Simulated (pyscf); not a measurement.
Single points on ωB97X-D3(BJ)/def2-SVP structures (PySCF, gas phase). Correlated levels are frozen-core, on RHF or UHF. ΔMP2 is the change of the MP2 total energy from the triple- to the quadruple-zeta basis.

SMILES: [SiH]P
```xyz
5

Si     1.2035     0.8089     0.7075
P      0.2134     0.4529    -1.2339
H     -0.1450     1.1396     1.3400
H     -0.9612    -0.2994    -0.9892
H      1.0071    -0.5171    -1.8927
```

Problem. How much does it cost (ΔH, 298 K, CCSD(T)/def2-TZVPP + ΔMP2(QZVPP)) to split :HSi–PH₂ (SMILES [SiH]P) [singlet] at its H–P bond into [HSi=PH]• + H•?

Solution. H–P to [HSi=PH]• + H•: 71.9 kcal/mol. The radicals are drawn with the spin at the cut bond; how far it spreads was not checked. :HSi–PH₂ [singlet] lies 11.4 kcal/mol over its isomer H₂Si=PH, and others may lie lower still (electronic energy, ωB97M-D3(BJ)). [HSi=PH]• lies 5.2 kcal/mol over its isomer H₂Si=P•, and others may lie lower still (electronic energy, ωB97M-D3(BJ)). The CCSD(T) − MP2 part came from Ansatz, without density fitting, on the same reference. An open-shell T1 diagnostic exceeds 0.045. A UHF reference is spin-contaminated (<S²> up to 1.15), which harms MP2 most.
